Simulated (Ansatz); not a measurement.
The first iterations of a band of C3H6S (10 atoms, charge 0, multiplicity 1).

Level of theory: Ansatz, RKS B3LYP-D4/def2-SVP.

```json
{
  "movable images": "7",
  "climbing image": "yes",
  "spring": "5.0 eV/Å²",
  "optimiser": "quadratic models (default)",
  "start path": "through a guess of the saddle point",
  "force threshold": "0.03 eV/Å",
  "iteration limit": "51",
  "end points": "relaxed"
}
```

Image 0:

```xyz
10
Properties=species:S:1:pos:R:3
C -1.050 0.533 -0.456
C -0.079 -0.538 -0.021
C 1.190 -0.182 0.657
S 1.424 -0.823 -1.041
H -1.686 0.181 -1.284
H -1.713 0.813 0.382
H -0.515 1.433 -0.797
H -0.547 -1.473 0.308
H 1.560 -0.827 1.461
H 1.417 0.882 0.791
```

Image 8:

```xyz
10
Properties=species:S:1:pos:R:3
C -1.062 0.545 -0.414
C -0.135 -0.505 0.150
C 1.273 -0.178 0.476
S 1.097 -1.283 -0.972
H -0.519 1.225 -1.088
H -1.884 0.085 -0.982
H -1.507 1.141 0.403
H -0.620 -1.234 0.812
H 1.729 -0.630 1.363
H 1.628 0.835 0.252
```

| iteration | highest image above the first end (eV) | largest band force component (eV/Å) |
| --- | --- | --- |
| 1 | 0.967 | 5.078 |
| 2 | 0.159 | 1.039 |

Does the band converge within its limit, and where does its top end?

The run converged. It ended after 5 iterations with the highest image 0.142 eV above the first end. A vibrational analysis at the climbing image gives one clearly imaginary mode, 240i cm⁻¹: a first-order saddle point.

Time of the run: 2.1 min on 1 CPU thread of a shared host.
